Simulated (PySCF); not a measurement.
Spectrum to structure. Method: PySCF 2.14.0, density-fitted response routines, TDDFT PBE0/def2-SVPD, vertical, gas phase, core orbitals frozen in the response. Geometries: GFN2-xTB, one conformer each.

```csv
state,ν̃ (cm⁻¹),f,"main configurations (H = HOMO, L = LUMO)"
S1,47320,0.0030,H→L (94%)
S2,49820,0.0048,H-2→L (94%)
S3,50850,0.011,"H→L+1 (49%), H-1→L (40%)"
S4,50960,0.054,"H-1→L (55%), H→L+1 (36%)"
S5,57570,0.026,H→L+3 (78%)
S6,57980,0.030,"H-1→L+1 (46%), H→L+2 (23%), H-1→L+2 (14%)"
S7,58660,0.0031,"H→L+2 (44%), H-1→L+1 (27%), H→L+5 (17%)"
S8,59360,0.0014,"H-3→L (70%), H-4→L (21%)"
```

Triplets computed (Tamm–Dancoff): 4.00, 5.68, 5.85 eV.

Question: Which candidate is it? All have the formula C5H9N.
A. `C/N=C/C1CC1`
B. `CC(C)CC#N`
C. `C=NCCC=C`
D. `NCCC1C=C1`

Answer: D. Its S1 lies at 5.87 eV; the nearest of the others has S1 at 5.19 eV. S1 is HOMO→LUMO (94%). Löwdin shares by element: HOMO nitrogen 61%, carbon 14% or more, hydrogen 12% or more; LUMO carbon 73% or more, hydrogen 15% or more. At the same level the other candidates give, for their lowest levels:
- `C=CCCN=C`: 4.88 eV (f 0.001); 6.15 eV (f 0.043); 6.59 eV (f 0.001); 7.28 eV (f 0.077); 7.31 eV (f 0.183); T1 4.03 eV; HOMO -7.30, LUMO -0.42 eV
- `C/N=C/C1CC1`: 5.19 eV (f 0.001); 6.83 eV (f 0.287); 7.17 eV (f 0.158); 7.36 eV (f 0.101); 7.42 eV (f 0.061); T1 4.37 eV; HOMO -7.05, LUMO 0.09 eV
- `CC(C)CC#N`: 7.88 eV (f 0.000); 8.18 eV (f 0.009); 8.22 eV (f 0.002); 8.64 eV (f 0.008); 8.73 eV (f 0.001); T1 6.47 eV; HOMO -9.22, LUMO 0.35 eV

Conformer computed: `[NH2:1][CH2:2][CH2:3][CH:4]1[CH:5]=[CH:6]1`: N1–C2–C3–C4 -177°, C2–C3–C4–C5 -89°, H–N1–C2–C3 180°, H–N1–C2–C3 -62°.
